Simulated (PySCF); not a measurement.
Molecule: methyl ethyl disulfide (SMILES CCSSC).

Cartesian coordinates in Å; atom numbers follow the order of the lines, from 1:
```xyz
13

C    -2.023    0.266   -0.531
C    -1.100   -0.791    0.036
S    -0.115   -0.155    1.450
S     1.058    1.249    0.580
C     2.534    0.285    0.105
H    -1.447    1.120   -0.886
H    -2.591   -0.142   -1.364
H    -2.716    0.611    0.232
H    -0.401   -1.163   -0.714
H    -1.655   -1.629    0.456
H     3.244    0.997   -0.301
H     2.266   -0.448   -0.650
H     2.943   -0.199    0.985
```

Frames of a GFN2-xTB Langevin trajectory at 600 K; GIAO PBE0/pcSseg-1 shieldings in PySCF 2.14, gas phase, non-relativistic; equivalent atoms averaged within each frame.

References, each an isolated molecule treated in the same way: TMS for ¹³C (186.93 ppm), ¹H (31.72 ppm); ³³S (503.73 ppm) against CS2. The references are static minima.

Q: How do the shifts (ppm) fluctuate along the trajectory?

A: 
```
         time (fs)    C2    C5    C1   S3   S4  H11/H12/H13  H6/H7/H8  H9/H10
optimised geometry  36.4  27.0  16.1   89  -16         2.14      1.40    2.34
               250  32.7  31.3  22.1  130   22         3.92      2.19    1.46
               425  47.0  30.3  22.9  193  116         2.91      1.85    4.73
               625  36.3  50.2  11.4   45    3         4.16      1.68    3.34
               800  43.0  29.5  12.8  101  -74         2.81      1.17    2.04
              1000  43.1  32.5  16.5  130   52         3.63      1.25    1.60
    mean of frames  40.4  34.8  17.1  120   24         3.48      1.63    2.63
standard deviation   5.8   8.7   5.3   53   70         0.60      0.42    1.39
```

5 frames give an uncertainty of the mean of about the standard deviation over 2.2 at best, since frames this close in time may not be independent; classical motion lacks zero-point vibration, and the reference would need the same averaging.
